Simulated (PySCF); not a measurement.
# CH7BSi (SMILES CB[SiH3]): levels of theory compared

We compute a comparison of 6 runs (HF/STO-3G, HF/def2-SVP, B3LYP/6-31G*, TPSSh/cc-pVDZ, wB97X/6-311G**, B3LYP/6-311+G**) of CH7BSi. Input form: a Python script.

Program for the calculation: PySCF 2.14.0.

## Step 1: The molecule

CH7BSi: 10 atoms, total charge 0, spin state singlet. SMILES: `CB[SiH3]`. The shape is that of a PBE0-D4/def2-TZVP optimisation.

Bond lengths: C1–B2 1.550 Å, B2–Si3 2.018 Å, C1–H4 1.106 Å, C1–H5 1.092 Å, C1–H6 1.091 Å, B2–H7 1.201 Å, Si3–H8 1.491 Å, Si3–H9 1.491 Å, Si3–H10 1.494 Å. Some angles: C1–B2–Si3 124.4°, C1–B2–H7 118.6°, Si3–B2–H7 117.0°, B2–C1–H4 102.7°, B2–C1–H5 114.9°, B2–C1–H6 116.1°, B2–Si3–H8 111.7°, B2–Si3–H9 114.0°, B2–Si3–H10 107.9°, H4–C1–H5 105.3°.

## Step 2: Energy and gradient at HF/STO-3G (run 1)

Input file input.py:

```python
from pyscf import gto, scf

mol = gto.Mole()
mol.atom = [
    ('C', (-1.087900, 0.975000, -0.576900)),
    ('B', (0.112000, 0.000300, -0.689900)),
    ('Si', (1.014100, -0.883100, 0.884800)),
    ('H', (-1.958400, 0.307500, -0.716200)),
    ('H', (-1.157900, 1.712200, -1.380000)),
    ('H', (-1.228600, 1.454100, 0.393400)),
    ('H', (0.516800, -0.288200, -1.783700)),
    ('H', (1.154200, -2.354100, 0.685500)),
    ('H', (0.324900, -0.654200, 2.186700)),
    ('H', (2.393700, -0.320800, 0.999300)),
]
mol.verbose = 3
mol.charge = 0
mol.max_memory = 1860
mol.spin = 0
mol.basis = 'sto-3g'
mol.build()

mf = scf.RHF(mol)
mf.conv_tol = 1e-10
mf.kernel()
if not mf.converged:
    mf = mf.newton().run(mf.mo_coeff, mf.mo_occ)

etot = mf.e_tot
print('E = %.10f Eh' % etot)
grad = mf.nuc_grad_method().kernel()
mf.analyze()
```

Run with:

```console
$ OMP_NUM_THREADS=1 python input.py
```

The program printed:

```text
converged SCF energy = -351.436923446483
E = -351.4369234465 Eh
--------------- RHF gradients ---------------
         x                y                z
0 C     0.0259240197     0.0003213304     0.0028235745
1 B    -0.0299361918     0.0206992475     0.0047753727
2 Si    -0.0138910092     0.0059109079    -0.0125020392
3 H    -0.0066818260    -0.0082611451    -0.0019939976
4 H    -0.0032237735     0.0027296971    -0.0073868677
5 H    -0.0034812252     0.0006373842     0.0071795451
6 H     0.0095766255    -0.0067771474    -0.0210218298
7 H     0.0042977508    -0.0339729224    -0.0044992160
8 H    -0.0150715452     0.0052291228     0.0308476475
9 H     0.0324871749     0.0134835249     0.0017778105
----------------------------------------------
**** MO energy ****
MO #1   energy= -67.9468807967936  occ= 2
MO #2   energy= -11.0069853252856  occ= 2
MO #3   energy= -7.38920667913148  occ= 2
MO #4   energy= -5.93167770859459  occ= 2
MO #5   energy= -3.95699562776497  occ= 2
MO #6   energy= -3.95686497584308  occ= 2
MO #7   energy= -3.9567102046886   occ= 2
MO #8   energy= -0.911537049170512 occ= 2
MO #9   energy= -0.684959242757355 occ= 2
MO #10  energy= -0.585609569369755 occ= 2
MO #11  energy= -0.527730051943825 occ= 2
MO #12  energy= -0.511568909951213 occ= 2
MO #13  energy= -0.440875754771691 occ= 2
MO #14  energy= -0.407196596836066 occ= 2
MO #15  energy= -0.396007417171472 occ= 2
MO #16  energy= -0.333403611161822 occ= 2
MO #17  energy= 0.245567757821744  occ= 0
MO #18  energy= 0.504569731829048  occ= 0
MO #19  energy= 0.532480583112877  occ= 0
MO #20  energy= 0.567072011317243  occ= 0
MO #21  energy= 0.575613191388365  occ= 0
MO #22  energy= 0.672087402392127  occ= 0
MO #23  energy= 0.698219612547447  occ= 0
MO #24  energy= 0.749689748526284  occ= 0
MO #25  energy= 0.812063447587231  occ= 0
MO #26  energy= 0.845045227603678  occ= 0
 ** Mulliken atomic charges  **
charge of    0C =     -0.17955
charge of    1B =      0.07471
charge of    2Si =      0.48786
charge of    3H =      0.04765
charge of    4H =      0.03838
charge of    5H =      0.03343
charge of    6H =     -0.06614
charge of    7H =     -0.14407
charge of    8H =     -0.14775
charge of    9H =     -0.14452
Dipole moment(X, Y, Z, Debye): -0.56814,  0.23641, -0.24283
```

Wall time 2.5 s (1 thread of Intel Xeon at 2.70GHz, shared host); peak memory 0.12 GiB.

## Step 3: Energy and gradient at HF/def2-SVP (run 2)

Input file calc.py:

```python
import pyscf.grad
from pyscf import gto

system = gto.M(
    atom='''
C       -1.087900       0.975000      -0.576900
B        0.112000       0.000300      -0.689900
Si       1.014100      -0.883100       0.884800
H       -1.958400       0.307500      -0.716200
H       -1.157900       1.712200      -1.380000
H       -1.228600       1.454100       0.393400
H        0.516800      -0.288200      -1.783700
H        1.154200      -2.354100       0.685500
H        0.324900      -0.654200       2.186700
H        2.393700      -0.320800       0.999300
''',
    max_memory=1860,
    verbose=4,
    basis='def2-svp',
)

mf = system.RHF()
mf.conv_tol = 1e-10
mf.kernel()
if not mf.converged:
    mf = mf.newton().run(mf.mo_coeff, mf.mo_occ)

e_tot = mf.e_tot
print(f'total energy: {e_tot:.8f} hartree')
grad = mf.Gradients().kernel()
mf.analyze()
```

Run with:

```console
$ OMP_NUM_THREADS=1 python calc.py
```

The program printed:

```text
PySCF version 2.14.0

[... 64 lines left out ...]
converged SCF energy = -355.394013097494
[... 24 lines left out ...]
MO #4   energy= -6.10694638516366  occ= 2
[... 10 lines left out ...]
MO #15  energy= -0.460333160043301 occ= 2
[... 10 lines left out ...]
MO #26  energy= 0.348784353807318  occ= 0
[... 10 lines left out ...]
MO #37  energy= 0.727792729632919  occ= 0
[... 10 lines left out ...]
MO #48  energy= 1.11101436486833   occ= 0
[... 10 lines left out ...]
MO #59  energy= 1.79686076230345   occ= 0
[... 10 lines left out ...]
MO #70  energy= 2.29343370303038   occ= 0
[... 10 lines left out ...]
MO #81  energy= 3.32695552808746   occ= 0
[... 94 lines left out ...]
Dipole moment(X, Y, Z, Debye): -0.91905,  0.58559, -0.57605
```

Wall time 7.2 s (1 thread of Intel Xeon at 2.70GHz, shared host); peak memory 0.16 GiB.

Runs 3 to 5 aren't shown in full; the table further down has their settings and results.

## Step 4: Energy and gradient at B3LYP/6-311+G(d,p) (run 6)

Input file job.py:

```python
import pyscf.grad
from pyscf import gto, dft

system = gto.M(
    atom=[
    ('C', (-1.087900, 0.975000, -0.576900)),
    ('B', (0.112000, 0.000300, -0.689900)),
    ('Si', (1.014100, -0.883100, 0.884800)),
    ('H', (-1.958400, 0.307500, -0.716200)),
    ('H', (-1.157900, 1.712200, -1.380000)),
    ('H', (-1.228600, 1.454100, 0.393400)),
    ('H', (0.516800, -0.288200, -1.783700)),
    ('H', (1.154200, -2.354100, 0.685500)),
    ('H', (0.324900, -0.654200, 2.186700)),
    ('H', (2.393700, -0.320800, 0.999300)),
],
    max_memory=1860,
    basis='6-311+g**',
    verbose=3,
)

calc0 = dft.RKS(system)
calc0.xc = 'b3lyp'
calc0.conv_tol = 1e-10
calc0.grids.level = 5
calc0.kernel()
if not calc0.converged:
    calc0 = calc0.newton().run(calc0.mo_coeff, calc0.mo_occ)

e_tot = calc0.e_tot
print('E = %.10f Eh' % e_tot)
grad = calc0.Gradients().kernel()
calc0.analyze()
```

Run with:

```console
$ OMP_NUM_THREADS=1 python job.py
```

The program printed:

```text
converged SCF energy = -356.685211409485
[... 13 lines left out ...]
MO #4   energy= -5.25416702386426  occ= 2
[... 13 lines left out ...]
MO #18  energy= -0.0071403675016555 occ= 0
[... 13 lines left out ...]
MO #32  energy= 0.12682836155949   occ= 0
[... 13 lines left out ...]
MO #46  energy= 0.413434279358815  occ= 0
[... 13 lines left out ...]
MO #60  energy= 0.792548388814934  occ= 0
[... 13 lines left out ...]
MO #74  energy= 1.44713598168767   occ= 0
[... 13 lines left out ...]
MO #88  energy= 1.96444953765453   occ= 0
[... 13 lines left out ...]
MO #102 energy= 2.62344694710836   occ= 0
[... 13 lines left out ...]
MO #116 energy= 141.078074847813   occ= 0
[... 11 lines left out ...]
Dipole moment(X, Y, Z, Debye): -0.90765,  0.57699, -0.49394
```

It took 58 s on 1 thread of Intel Xeon at 2.70GHz, shared host; peak memory 1.2 GiB.

## Step 5: All runs side by side

```tsv
run	level	Cartesian functions	integration grid	energy (Eh)	dipole moment (D)	HOMO energy (eV)	LUMO energy (eV)	wall time
1	HF/STO-3G	no	–	-351.436923	0.66	-9.07	6.68	2.5 s
2	HF/def2-SVP	no	–	-355.394013	1.23	-10.90	1.88	7.2 s
3	B3LYP/6-31G* (Cartesian functions)	yes	5	-356.637382	1.28	-7.58	-1.69	32 s
4	TPSSh/cc-pVDZ	no	5	-356.662324	1.26	-7.27	-2.11	58 s
5	wB97X/6-311G**	no	5	-356.628497	1.20	-10.31	0.49	81 s
6	B3LYP/6-311+G**	no	5	-356.685211	1.18	-7.75	-2.00	58 s
```

## Step 6: Summary of results

| quantity | value |
| --- | --- |
| run 6: total energy | -356.68521 Eh |
| run 6: dipole moment | 1.18 D |
| run 6: HOMO energy | -7.75 eV |
| run 6: LUMO energy | -2.00 eV |
| run 6: HOMO–LUMO gap | 5.76 eV |
| run 6: largest force on an atom | 0.198 eV/Å |

The dipole moment (its size) runs from 0.66 D (HF/STO-3G) to 1.28 D (B3LYP/6-31G*). The two ends differ in method and basis. The HOMO–LUMO gap runs from 5.16 eV (TPSSh/cc-pVDZ) to 15.75 eV (HF/STO-3G). Totals of different functionals can't be ranked against each other. In run 1 the basis is minimal, so the values are rough. All runs together took 4 min, the longest 81 s.
